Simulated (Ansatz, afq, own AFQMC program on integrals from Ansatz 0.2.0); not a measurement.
**Where AFQMC and coupled cluster stand for H2S, singlet**

```xyz
3

S     0.0527    1.3355   -0.2252
H    -0.9412    1.9018    0.4900
H    -0.5822    1.5749   -1.3912
```

Basis def2-TZVP. Only valence electrons are correlated. Integrals, coupled cluster, full CI and functionals: Ansatz 0.2.0; the random walks run on the same integrals in our own AFQMC program. ph-AFQMC/CISD is guided by a CISD state made of CCSD amplitudes; releasing the constraint for a short imaginary time cuts its bias at the price of noise, slowly where states lie close. Uncertainties: one standard error, sampling alone.

Determinant: RHF, the one that the program's search chose, which needn't be the lowest solution. The geometry is a PBE0/def2-SVP stationary point of this or a neighbouring charge and spin state.

No full CI on the walks' own integrals is used here; CCSDTQ serves as the reference and is uncertain by about the last step of the cluster series.

* T1 diagnostic: 0.0095
* weight of the determinant in the CISD state: 0.907
* size of the correlated space: 8 electrons in 44 orbitals

Reference: CCSDTQ, correlation energy -5.874 eV. The released energy is read at 1.50 1/Eh (meV from the phaseless value at times in 1/Eh: 1.5 ± 2.2 at 0.24, -0.2 ± 2.1 at 0.50, -1.9 ± 2.0 at 1.00, -1.8 ± 1.4 at 1.50).

```
         level  E − E(reference) (mEh)  share of correlation (%)
            HF                  215.86                      0.00
           MP2                   34.19                     84.16
          CCSD                    8.47                     96.07
       CCSD(T)                    1.05                     99.52
         CCSDT                    0.34                     99.84
      CCSDT(Q)                    0.02                     99.99
   ph-AFQMC/HF            -0.27 ± 0.50                    100.13
 ph-AFQMC/CISD             0.07 ± 0.10                     99.97
released AFQMC             0.00 ± 0.05                    100.00
```

CCSDT and higher add their correlation energy to the determinant of the CCSD(T) run, since their own runs factorise the integrals more tightly (a shift of under 2 meV). A walk keeps the symmetry of its determinant, which the program's search chose and which needn't be the lowest solution, so a lower state of the same spin and another symmetry isn't excluded. Released energies are given only where the last usable release times agree within the noise; a slower fall can still hide under it.
